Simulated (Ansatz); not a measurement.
# CFSi: the cost of one run

Computed with Ansatz 0.2.0, Gaussian basis. Level: def2-QZVPP, all electrons in the functionals.

Plan: PBE, BLYP, r2SCAN, B97M-V, PBE0, B3LYP, wB97M-V, at charge 0, doublet; charge 0, quartet; charge 1, singlet; charge 1, triplet.

2 further runs of the same task are left out: 2 set aside as unsound or not needed. Runs told in other sessions of the task aren't counted.

### 1 The system

The geometry is a PBE0/def2-TZVP stationary point (not a proven minimum).

3 atoms, charge 0, spin multiplicity 2.

Atoms are counted from 1 here; the program's logs count them from 0.

Bond lengths: F1–C2 1.276 Å, C2–Si3 1.687 Å. Angles: F1–C2–Si3 180.0°.

No dispersion term is added; B97M-V, wB97M-V hold VV10 nonlocal correlation. B3LYP takes the VWN-RPA correlation.

The geometry shown and the zero of energy belong to the point charge 0, doublet. The yardstick, UCCSD(T), and other wave-function levels (R restricted, U unrestricted, valence and pair active spaces) come from earlier runs.

### 2 PBE, charge 0, doublet

in.yaml reads:

```yaml
crystal:
  periodic: [false, false, false]
  atoms:
    - {symbol: F, position_ang: [0.000000, 0.000000, -1.413044]}
    - {symbol: C, position_ang: [0.000000, 0.000000, -0.136834]}
    - {symbol: Si, position_ang: [0.000000, 0.000000, 1.549877]}
basis:
  gaussian: {orbitals: "def2-QZVPP.json"}
magnetization: {spin_polarized: true, initial_magnetization: 1}
hamiltonian: {xc: {name: PBE}}
output: {orbitals: {seedname: orbitals}}
```

The run is started by

```console
$ ansatz run in.yaml --threads 1 --pin off --events-out ev --progress --plain --max-ram 2393MiB
```

Q: Estimate wall time and peak memory on 1 thread of Arm Neoverse V2, shared host.

About 6 s, with a peak of 0.29 GiB.
